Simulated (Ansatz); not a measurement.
Molecule (SMILES): [CH]=C=O, doublet.
Atoms: C1, C2, H3, O4. Bonds: C1-C2, C1-H3, C2-O4.

Basis-set convergence of the lowest harmonic wavenumber at PBE with Ansatz (an electronic-structure program). Each level at its own minimum, finite differences of forces, unscaled; the reference is a large set that could be run, not a limit. Cartesian d functions, on some or all atoms, in 6-31G*, 6-31+G*; all else is spherical. Open shells are unrestricted. No added dispersion term, no relativity. Reference: the value in aug-pcseg-2, 479 cm⁻¹. Deviations are taken from unrounded values.

```
basis        functions  lowest harmonic wavenumber (cm⁻¹)
-----------  ---------  ---------------------------------
6-31G*              47                                472
6-31+G*             59                                465
cc-pVDZ             47                                476
aug-cc-pVDZ         78                                462
def2-SVP            47                                457
def2-SVPD           71                                472
pcseg-1             47                                469
aug-pcseg-1         78                                462
6-311G**            60                                484
6-311+G**           72                                478
def2-TZVP           99                                481
def2-TZVPD         123                                479
cc-pVTZ            104                                480
aug-cc-pVTZ        161                                479
pcseg-2            104                                479
aug-pcseg-2        161                                479
def2-TZVPP         107                                481
def2-TZVPPD        131                                479
```

What the diffuse functions change, pair by pair:
- 6-31G* to 6-31+G*: 12 more functions, deviation -7 to -13 cm⁻¹
- cc-pVDZ to aug-cc-pVDZ: 31 more functions, deviation -2 to -17 cm⁻¹
- def2-SVP to def2-SVPD: 24 more functions, deviation -21 to -6 cm⁻¹
- pcseg-1 to aug-pcseg-1: 31 more functions, deviation -10 to -16 cm⁻¹
- 6-311G** to 6-311+G**: 12 more functions, deviation 5 to -1 cm⁻¹
- def2-TZVP to def2-TZVPD: 24 more functions, deviation 2 to 0 cm⁻¹
- cc-pVTZ to aug-cc-pVTZ: 57 more functions, deviation 1 to 0 cm⁻¹
- pcseg-2 to aug-pcseg-2: 57 more functions, deviation 0 to 0 cm⁻¹
- def2-TZVPP to def2-TZVPPD: 24 more functions, deviation 2 to 0 cm⁻¹

Leaving out the reference's own pair, they bring the value nearer the reference by more than 1 cm⁻¹ in 5 of 8 pairs.
